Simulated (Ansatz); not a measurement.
Relaxed structures of CH$_{3}$OSi, doublet (PBE0-D4/def2-TZVP; forces vanish, vibrations not checked; lower isomers may exist, and structures with a doubtful reference or unclear bonds are left out; Å). Ansatz 0.2.0; basis: def2-TZVPP; cores frozen in the correlated methods; orbitals are unrestricted.

(1) Rank them by CCSD(T) energy, lowest first, and give each one's height above the lowest. Links in brackets join atoms within 1.22 times the sum of their covalent radii (1.1 for two metals). (To be estimated.)
A.
CH₃OSi ([O][C][SiH3])
```
6
angstrom
O 1.0354 -1.7392 1.1431
C 0.7123 -1.1611 0.1791
Si -0.2689 0.4470 -0.2051
H -1.3774 -0.0328 -1.0627
H 0.6929 1.2475 -0.9979
H -0.7943 1.2386 0.9436
```
B.
CH₃OSi ([O][CH][SiH2])
```
6
angstrom
O 0.5197 -2.0205 0.6606
C 0.9594 -1.0112 0.1632
Si -0.1417 0.4465 -0.3393
H -1.5669 0.0791 -0.5193
H 0.4200 1.2527 -1.4548
H 2.0567 -0.8934 0.0101
```
C.
CH₃OSi ([CH3][Si][O])
```
6
angstrom
O 1.0135 -1.7282 1.5559
C -0.2150 0.3600 -0.2115
Si 0.7541 -1.2254 0.1404
H -1.0909 0.1228 -0.8197
H 0.4146 1.0543 -0.7728
H -0.5169 0.7998 0.7403
```
D.
CH₃OSi ([CH][SiH][OH])
```
6
angstrom
O -1.4115 0.8819 1.1147
C 0.8894 0.0843 -0.5538
Si -0.7279 0.2128 -0.2081
H -1.8249 -0.2666 -1.0577
H 1.9362 0.0053 -0.7697
H -0.8147 1.2456 1.7730
```

No T1 diagnostic of these runs exceeds 0.030. ⟨S²⟩ of the unrestricted Hartree–Fock references: 0.77 to 0.88 (a pure state has 0.75). The unrestricted reference is spin-contaminated, which hurts MP2 most.

Results:

(1) By the calculation: C (0.0 kJ/mol), A (117.2 kJ/mol), B (154.0 kJ/mol), D (157.6 kJ/mol). Heights count from the lowest.

For scale, one of the runs: CCSD(T)/def2-TZVPP, 146 basis functions, launched by `ansatz run in.yaml --threads 2 --pin off --events-out ev --progress --plain --max-ram 4352MiB`. Time: 20 s of wall clock on 2 CPU threads of an Intel Xeon 6975P-C; the host was shared. Peak host memory: 2.2 GiB.
